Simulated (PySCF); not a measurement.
Molecule: 2,2-difluoroethanol (SMILES FC(CO)F).

Bonds (- single, = double, # triple, : aromatic): O1-C2, C2-C3, C3-F4, C3-F5. O1 carries H6; C2 carries H7, H8; C3 carries H9.

Frames of a GFN2-xTB Langevin trajectory at 300 K; GIAO PBE0/pcSseg-1 shieldings in PySCF 2.14.0 with density-fitted response routines, gas phase, non-relativistic; equivalent atoms averaged within each frame.

Chemical shifts δ = σref − σ; ¹⁷O (σref 336.08) vs H2O; ¹³C (σref 186.93) and ¹H (σref 31.72) against TMS; CFCl3 for ¹⁹F (σref 170.95), all at this level. The references are static minima.

Task: How do the shifts (ppm) fluctuate along the trajectory?

Result: 
| time (fs) | O1 | C3 | C2 | F4/F5 | H9 | H7/H8 | H6 |
| --- | --- | --- | --- | --- | --- | --- | --- |
| optimised geometry | 16.6 | 123.4 | 69.0 | -148.8 | 6.10 | 4.00 | 0.93 |
| 250 | 29.2 | 118.1 | 76.5 | -155.2 | 5.48 | 4.34 | 1.51 |
| 425 | 20.2 | 119.9 | 68.9 | -152.3 | 6.27 | 4.19 | 1.69 |
| 625 | 30.9 | 125.9 | 81.1 | -136.7 | 5.99 | 5.43 | 1.11 |
| 800 | 10.6 | 126.1 | 68.0 | -148.9 | 5.89 | 3.94 | 0.72 |
| 1000 | 28.3 | 130.6 | 74.8 | -133.1 | 6.97 | 4.11 | 0.95 |
| mean of frames | 23.9 | 124.1 | 73.9 | -145.2 | 6.12 | 4.40 | 1.20 |
| standard deviation | 8.5 | 5.1 | 5.4 | 9.8 | 0.55 | 0.59 | 0.40 |

5 frames give an uncertainty of the mean of about the standard deviation over 2.2 at best, since frames this close in time may not be independent; classical motion lacks zero-point vibration, and the reference would need the same averaging.
